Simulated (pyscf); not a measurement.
`[CH4]` + `[CH3][Ga]([F])[Cl]` → `[CH3][Ga]([CH3])[Cl]` + `[FH]` (four-centre exchange; singlet surface; C–H, F–Ga broken, C–Ga, F–H formed). Single points on ωB97X-D3(BJ)/def2-SVP structures (PySCF, gas phase). Energies in eV from the separated reactants.

```tsv
level	barrier	reaction energy
ωB97X-D3(BJ)/def2-TZVP	(withheld)	+1.12
PBE/def2-TZVP	1.32	+1.15
r²SCAN/def2-TZVP	1.34	+1.21
B3LYP-D3(BJ)/def2-TZVP	(withheld)	(withheld)
PBE0-D3(BJ)/def2-TZVP	1.32	+1.08
HF/def2-TZVP	2.29	+1.34
```

Task: Complete the blanks.

Result: 
- ωB97X-D3(BJ)/def2-TZVP, barrier: 1.42
- B3LYP-D3(BJ)/def2-TZVP, barrier: 1.52
- B3LYP-D3(BJ)/def2-TZVP, reaction energy: +1.18

The functionals in the table span 0.20 eV in this barrier, from PBE0-D3(BJ) to B3LYP-D3(BJ). On the reactant side the descent ends in a complex, 0.17 eV under the separated species and 1.60 eV under the saddle at ωB97X-D3(BJ)/def2-TZVP. On the product side the descent ends in an adduct with a F–Ga contact (not fully relaxed), 0.48 eV under the separated species and 0.78 eV under the saddle at ωB97X-D3(BJ)/def2-TZVP. What is counted as broken (F–Ga) persists as a longer contact in the product adduct; parting that adduct is a step of its own. One saddle was located; it need not be the lowest between these sides. Elements up to Kr have no core potential and no relativistic terms here.
